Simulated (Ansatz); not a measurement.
We consider rock-salt MgS, described by LDA (Ansatz, an electronic-structure program, plane waves, PAW).

Settings: plane-wave cutoff 520 eV, 12×12×12 k mesh, perturbation theory, scalar-relativistic PAW data made under PBE.

Computed at the level's own relaxed cell.

```
CELL_PARAMETERS angstrom
      0.00000     2.56456     2.56456
      2.56456     0.00000     2.56456
      2.56456     2.56456     0.00000
ATOMIC_POSITIONS crystal
  Mg 0.00000 0.00000 0.00000
  S  0.50000 0.50000 0.50000
```

Harmonic phonon frequencies (cm⁻¹; i marks an imaginary mode; at Γ without the LO shift):

```tsv
q point	frequencies
Γ	0 0 0 252 252 252
X	___
L	186 186 210 210 300 368
W	171 171 240 242 298 298
```

Problem. What belongs in the gaps?

Solution. 
- X, frequencies: 125 125 185 279 279 315

With the long-range field the LO mode at Γ lies at 404 cm⁻¹.

Measured, for comparison: zone-centre TO phonon frequency 240 cm⁻¹ (temperature not stated, no zero-point or thermal correction; as tabulated in Chmeruk and Núñez-Valdez (2023), arXiv:2212.11645). Computed (rounded) less measured: zone-centre TO phonon frequency +5 %.

No imaginary mode appears at these points.
